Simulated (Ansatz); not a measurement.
A nudged elastic band was laid between two geometries of BClH2O + H2 (7 atoms, charge 0, multiplicity 1).

Method: RKS r2SCAN/def2-SVP (Ansatz).

```yaml
movable_images: 7
climbing_image: yes
spring: 5.0 eV/Å²
optimiser: quadratic models (default)
start_path: through a guess of the saddle point
force_threshold: 0.05 eV/Å
iteration_limit: 60
end_points: relaxed
```

Image 0:

```xyz
7
Properties=species:S:1:pos:R:3
B -0.044 -0.533 0.128
O -0.046 -0.768 1.449
H -0.932 -0.755 1.841
H 0.997 -0.518 -0.469
Cl -1.562 -0.248 -0.748
H -0.349 2.618 0.666
H 0.107 2.465 1.253
```

Image 8:

```xyz
7
Properties=species:S:1:pos:R:3
B 0.030 0.415 -0.048
O -0.088 0.300 1.612
H -0.494 -0.565 1.798
H 0.816 -0.461 -0.320
Cl -1.698 0.055 -0.603
H 0.359 1.566 -0.208
H -0.754 0.952 1.890
```

(1) What changes between the two ends?

(2) What energy profile does the band end with?

(3) What is the geometry of the highest image?

(4) What are the harmonic wavenumbers there?

Results:

(1) Bonds broken: H6–H7. Bonds formed: B1–H6, O2–H7. BClH2O + H2 becomes BClH4O.

(2) The run converged. The highest image is number 4 of 0 to 8, 40.4 kcal/mol above the first end and 22.9 kcal/mol above the last; the last end lies 17.5 kcal/mol above the first. A vibrational analysis at the climbing image gives one clearly imaginary mode, 1290i cm⁻¹: a first-order saddle point. The orbitals stay closed-shell, which can raise the energy where a bond breaks towards radicals; this wasn't checked here.

| image | path coordinate (Å) | energy (kcal/mol) | H6–H7 (Å) | B1–H6 (Å) | O2–H7 (Å) |
| --- | --- | --- | --- | --- | --- |
| 0 | 0.00 | 0.0 | 0.76 | 3.21 | 3.24 |
| 1 | 0.57 | 0.4 | 0.76 | 2.82 | 2.77 |
| 2 | 1.15 | 3.5 | 0.76 | 2.35 | 2.32 |
| 3 | 1.72 | 16.8 | 0.78 | 1.82 | 1.85 |
| 4 | 2.30 | 40.4 | 1.04 | 1.36 | 1.28 |
| 5 | 2.80 | 25.8 | 1.59 | 1.23 | 0.99 |
| 6 | 3.29 | 18.5 | 2.17 | 1.21 | 0.97 |
| 7 | 3.79 | 17.8 | 2.32 | 1.21 | 0.97 |
| 8 | 4.28 | 17.5 | 2.45 | 1.21 | 0.97 |

(3) 
```xyz
7
Properties=species:S:1:pos:R:3
B -0.060 0.238 0.123
O -0.051 -0.126 1.637
H -0.968 -0.309 1.899
H 0.967 -0.044 -0.432
Cl -1.619 -0.169 -0.687
H -0.035 1.581 0.334
H -0.062 1.090 1.248
```

(4) 1290i, 309, 458, 710, 779, 866, 983, 1036, 1121, 1271, 1354, 2051, 2154, 2658, 3774 cm⁻¹.

The run took 3.8 min on 1 thread of Arm Neoverse V1 (shared host), peak memory 0.12 GiB.
